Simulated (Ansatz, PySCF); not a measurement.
This Ansatz (a quantum-chemistry and plane-wave program) input computes a BLYP/def2-TZVPD energy:

Ansatz 0.2 input:
```yaml
crystal:
  periodic: [false, false, false]
  atoms:
    - {symbol: C, position_ang: [-0.00000000, -0.00000000, -0.48944061]}
    - {symbol: C, position_ang: [0.00000000, 0.00000000, 0.74906153]}
    - {symbol: H, position_ang: [-0.00000000, -0.00000000, -1.55772552]}
basis:
  gaussian:
    orbitals: def2-TZVPD
hamiltonian:
  xc: {name: BLYP}
total_charge: -1
output: {forces: true}
```

Task: Write an input for the same energy in PySCF and say what it gives.

Result: 
```python
from pyscf import gto, scf, dft

mol = gto.M(
    atom='''
    C    -0.00000000   -0.00000000   -0.48944061
    C     0.00000000    0.00000000    0.74906153
    H    -0.00000000   -0.00000000   -1.55772552
    ''',
    basis='def2-tzvpd',
    charge=-1,
    spin=0,
    verbose=4,
)

mf = dft.RKS(mol, xc='blyp').density_fit(auxbasis='def2-universal-jkfit')
mf.grids.level = 3
mf.conv_tol = 1e-9
mf.max_cycle = 100
mf.max_memory = 1500
mf.kernel()
if not mf.converged:
    mf = mf.newton()
    mf.kernel(mf.make_rdm1())
mf.analyze()
```
It gives -76.72223 Eh, and Ansatz -76.72221 Eh, a difference of 0.02 mEh, from the treatment of integrals and grids.

It need not be the lowest isomer of its formula. Whether it binds its extra electron was not tested at this geometry.
